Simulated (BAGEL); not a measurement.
# CASSCF(6,4)/6-31G (density fitting with svp-jkfit, 4 states averaged) run of H2O3 (trioxidane)

Aim: the energy change on altering one bond length of H2O3 (trioxidane) at CASSCF(6,4)/6-31G (density fitting with svp-jkfit, 4 states averaged), from 2 runs. 

The results are computed with BAGEL 1.2.2.

2 further runs of the same task are left out: 2 that didn't finish.

**1. The molecule**

The species is H2O3 (5 atoms), meant as a singlet with charge 0. SMILES: `OOO`. The shape is that of a GFN2-xTB optimisation. This is a higher conformer, about 11 kJ/mol above the lowest found by a separate search.

Bond lengths: O1–O2 1.390 Å, O2–O3 1.391 Å, O1–H4 0.972 Å, O3–H5 0.972 Å. Angles: O1–O2–O3 110.7°, O2–O1–H4 106.7°, O2–O3–H5 106.5°.

**2. The energy at CASSCF(6,4)/6-31G (density fitting with svp-jkfit, 4 states averaged)**

Input file job.json:

```json
{ "bagel" : [

{
  "title" : "molecule",
  "basis" : "6-31g",
  "df_basis" : "svp-jkfit",
  "angstrom" : false,
  "geometry" : [
    { "atom" : "O", "xyz" : [    -1.85952830,    -1.30903218,    -0.26032867 ] },
    { "atom" : "O", "xyz" : [    -0.24005191,    -0.09276666,     1.41202226 ] },
    { "atom" : "O", "xyz" : [     2.22313050,    -0.10731755,     0.49533501 ] },
    { "atom" : "H", "xyz" : [    -2.60542210,    -0.00287238,    -1.31519269 ] },
    { "atom" : "H", "xyz" : [     2.48185291,     1.51198877,    -0.33183591 ] }
  ]
},

{
  "title" : "hf"
},

{
  "title" : "casscf",
  "nstate" : 4,
  "nact" : 4,
  "nclosed" : 10,
  "maxiter" : 200,
  "natocc" : true
},

{
  "title" : "print",
  "file" : "orbitals.molden",
  "orbitals" : true
}

]}
```

Started as:

```bash
$ BAGEL_NUM_THREADS=1 BAGEL job.json > job.out
```

What it wrote:

```text
* using 1 threads per process

  ===============================================================
  ===============================================================

  *** Geometry ***

  { "atom" : "O", "xyz" : [     -1.859528,     -1.309032,     -0.260329 ] },
  { "atom" : "O", "xyz" : [     -0.240052,     -0.092767,      1.412022 ] },
  { "atom" : "O", "xyz" : [      2.223130,     -0.107318,      0.495335 ] },
  { "atom" : "H", "xyz" : [     -2.605422,     -0.002872,     -1.315193 ] },
  { "atom" : "H", "xyz" : [      2.481853,      1.511989,     -0.331836 ] },

  Number of auxiliary basis functions:      267

  Since a DF basis is specified, we compute 2- and 3-index integrals:
    o Being stored without compression. Storage requirement is 0.002 GB

  Number of basis functions:       31
  Number of electrons      :       26

    * METHOD: MOLECULE                             0.05

  *** RHF ***

  === Nuclear Repulsion ===
    79.9473260122

      * DIIS with orbital gradients will be used.

  === RHF iteration (6-31g) ===
      0       -225.33266529          0.03202054           0.00
      1       -225.40486790          0.01862448           0.00
      2       -225.43050174          0.00323640           0.00
      3       -225.43180375          0.00118332           0.00
      4       -225.43204614          0.00028726           0.00
      5       -225.43207977          0.00006914           0.00
[... 7 lines of this table left out ...]
     13       -225.43208185          0.00000003           0.00
     14       -225.43208185          0.00000001           0.00
    * SCF iteration converged.

    * Permanent dipole moment:
           (    0.204230,    -1.359415,     0.999444) a.u.

    * METHOD: HF                                   0.11

  ---------------------------
      CASSCF calculation
  ---------------------------

    * nstate   :      4
    * nclosed  :     10
    * nact     :      4
    * nvirt    :     17
  === CASSCF iteration (6-31g) ===

    * Using the second-order algorithm

      0  0      -225.43287849     2.48e-02      0.01
      0  1      -225.04958400     0.00e+00      0.01
      0  2      -225.03177385     0.00e+00      0.01
      0  3      -225.01415490     0.00e+00      0.01

      1  0      -225.42667991     7.13e-03      0.04
[... 76 lines of this table left out ...]
     16  2      -225.11357074     0.00e+00      0.03
     16  3      -225.07636412     0.00e+00      0.03

    * Second-order optimization converged. *

     guess   0:   closed 111.                 open ....
     guess   1:   closed 1.1.                 open .1.1
     guess   2:   closed .11.                 open 1..1
     guess   3:   closed 11..                 open ..11

  === FCI iteration ===

      0  0      -225.42388120     1.24e-02      0.00
      0  1      -225.12978526     7.51e-03      0.00
      0  2      -225.09686545     2.04e-02      0.00
      0  3      -225.07122538     1.31e-02      0.00

      1  0      -225.42684444     7.05e-04      0.00
[... 6 lines of this table left out ...]
      2  2 *    -225.11357074     3.01e-15      0.00
      2  3 *    -225.07636412     2.34e-15      0.00

     * ci vector, state   0, <S^2> = -0.0000
       222.     0.9966655841

     * ci vector, state   1, <S^2> = 0.0000
       2a2b    -0.6539752453
       2b2a    -0.6539752453
       b22a    -0.2578656432
       a22b    -0.2578656432
       2.22    -0.0846913127

     * ci vector, state   2, <S^2> = -0.0000
       a22b     0.6401875825
       b22a     0.6401875825
       2a2b    -0.2575577897
       2b2a    -0.2575577897
       22.2    -0.1834054745
       .222     0.0954078606

     * ci vector, state   3, <S^2> = 0.0000
       22ab     0.7023332767
       22ba     0.7023332767
       a2b2    -0.0668327080
       b2a2    -0.0668327080

    * METHOD: CASSCF                               0.61

    * METHOD: PRINT                                0.00

  ===============================================================
```

Wall time 0.91 s (1 thread of Arm Neoverse V1, shared host); peak memory 0.08 GiB.

The roots found:

```csv
excited state,energy (eV)
1,8.004
2,8.525
3,9.537
```

**3. The distorted shape at the same level**

Input file job.json:

```json
{ "bagel": [

{
  "title": "molecule",
  "basis": "6-31g",
  "df_basis": "svp-jkfit",
  "geometry": [
    { "atom": "O", "xyz": [    -1.83365039,    -1.14705998,    -0.34306655 ] },
    { "atom": "O", "xyz": [    -0.21417400,     0.06920555,     1.32928438 ] },
    { "atom": "O", "xyz": [     2.24900841,     0.05465466,     0.41259713 ] },
    { "atom": "H", "xyz": [    -2.57954419,     0.15909982,    -1.39793057 ] },
    { "atom": "H", "xyz": [     2.48185291,     1.51198877,    -0.33183591 ] }
  ]
},

{
  "title": "hf",
  "charge": 0
},

{
  "title": "casscf",
  "nstate": 4,
  "nact": 4,
  "nclosed": 10,
  "charge": 0,
  "maxiter": 200,
  "natocc": true
},

{
  "title": "print",
  "file": "orbitals.molden",
  "orbitals": true
}

]}
```

Started as:

```bash
$ BAGEL_NUM_THREADS=1 BAGEL job.json > job.out
```

What it wrote:

```text
* using 1 threads per process

  ===============================================================
  ===============================================================

  *** Geometry ***

  { "atom" : "O", "xyz" : [     -1.833650,     -1.147060,     -0.343067 ] },
  { "atom" : "O", "xyz" : [     -0.214174,      0.069206,      1.329284 ] },
  { "atom" : "O", "xyz" : [      2.249008,      0.054655,      0.412597 ] },
  { "atom" : "H", "xyz" : [     -2.579544,      0.159100,     -1.397931 ] },
  { "atom" : "H", "xyz" : [      2.481853,      1.511989,     -0.331836 ] },

  Number of auxiliary basis functions:      267

  Since a DF basis is specified, we compute 2- and 3-index integrals:
    o Being stored without compression. Storage requirement is 0.002 GB

  Number of basis functions:       31
  Number of electrons      :       26

    * METHOD: MOLECULE                             0.05

  *** RHF ***

  === Nuclear Repulsion ===
    80.5487166385

      * DIIS with orbital gradients will be used.

  === RHF iteration (6-31g) ===
      0       -225.32316196          0.03215849           0.00
      1       -225.39603224          0.01897383           0.00
      2       -225.42235261          0.00315946           0.00
      3       -225.42365326          0.00115226           0.00
      4       -225.42390071          0.00029947           0.00
      5       -225.42393774          0.00007320           0.00
[... 8 lines of this table left out ...]
     14       -225.42393988          0.00000002           0.00
     15       -225.42393988          0.00000001           0.00
    * SCF iteration converged.

    * Permanent dipole moment:
           (    0.226898,    -1.331875,     0.985600) a.u.

    * METHOD: HF                                   0.11

  ---------------------------
      CASSCF calculation
  ---------------------------

    * nstate   :      4
    * nclosed  :     10
    * nact     :      4
    * nvirt    :     17
  === CASSCF iteration (6-31g) ===

    * Using the second-order algorithm

      0  0      -225.42479848     2.49e-02      0.01
      0  1      -225.03653555     0.00e+00      0.01
      0  2      -225.02951281     0.00e+00      0.01
      0  3      -224.98751710     0.00e+00      0.01

      1  0      -225.41722855     7.44e-03      0.04
[... 96 lines of this table left out ...]
     20  2      -225.10416595     0.00e+00      0.04
     20  3      -225.06621952     0.00e+00      0.04

    * Second-order optimization converged. *

     guess   0:   closed 111.                 open ....
     guess   1:   closed 1.1.                 open .1.1
     guess   2:   closed .11.                 open 1..1
     guess   3:   closed 11..                 open ..11

  === FCI iteration ===

      0  0      -225.41568539     1.26e-02      0.00
      0  1      -225.11894311     7.92e-03      0.00
      0  2      -225.08803269     2.01e-02      0.00
      0  3      -225.06094450     1.31e-02      0.00

      1  0      -225.41871337     6.33e-04      0.00
[... 6 lines of this table left out ...]
      2  2 *    -225.10416595     1.55e-15      0.00
      2  3 *    -225.06621952     2.47e-15      0.00

     * ci vector, state   0, <S^2> = -0.0000
       222.    -0.9965643207

     * ci vector, state   1, <S^2> = -0.0000
       2b2a    -0.6453251620
       2a2b    -0.6453251620
       b22a     0.2797408718
       a22b     0.2797408718
       2.22    -0.0893440303

     * ci vector, state   2, <S^2> = 0.0000
       b22a     0.6275215677
       a22b     0.6275215677
       2b2a     0.2774178277
       2a2b     0.2774178277
       22.2     0.1784908201
       .222    -0.0924805664
       22ab     0.0803273333
       22ba     0.0803273333

     * ci vector, state   3, <S^2> = 0.0000
       22ab     0.6983197274
       22ba     0.6983197274
       b22a    -0.0725647679
       a22b    -0.0725647679
       b2a2     0.0661195078
       a2b2     0.0661195078

    * METHOD: CASSCF                               0.76

    * METHOD: PRINT                                0.00

  ===============================================================
```

Run time: 1.1 s. Hardware: 1 thread of Arm Neoverse V1, shared host; peak memory 0.08 GiB.

The roots found:

```csv
excited state,energy (eV)
1,8.070
2,8.560
3,9.592
```

**4. Results**

At CASSCF(6,4)/6-31G (density fitting with svp-jkfit, 4 states averaged):

| quantity | value |
| --- | --- |
| first shape: energy of the lowest of 4 roots | -225.42686 Eh |
| first shape: lowest excitation energy within this active space | 8.00 eV |
| distorted shape: energy of the lowest of 4 roots | -225.41872 Eh |
| distorted shape: lowest excitation energy within this active space | 8.07 eV |
| energy change with the O3–H5 bond shortened from 0.972 to 0.875 Å | 0.221 eV |

**Reading.** With the O3–H5 bond shortened from 0.972 to 0.875 Å the energy rises by 0.22 eV (5.1 kcal/mol). The first shape isn't relaxed at this level, so the change isn't measured from a minimum. The orbitals (first shape) are averaged over several states, so each root lies above its own optimum (it can stand above Hartree-Fock), and forces and dipoles share that bias. The basis has no diffuse functions, so Rydberg states are missing or pushed up, and the true lowest state may lie lower. The orbitals (distorted shape) are averaged over several states, so each root lies above its own optimum (it can stand above Hartree-Fock), and forces and dipoles share that bias.
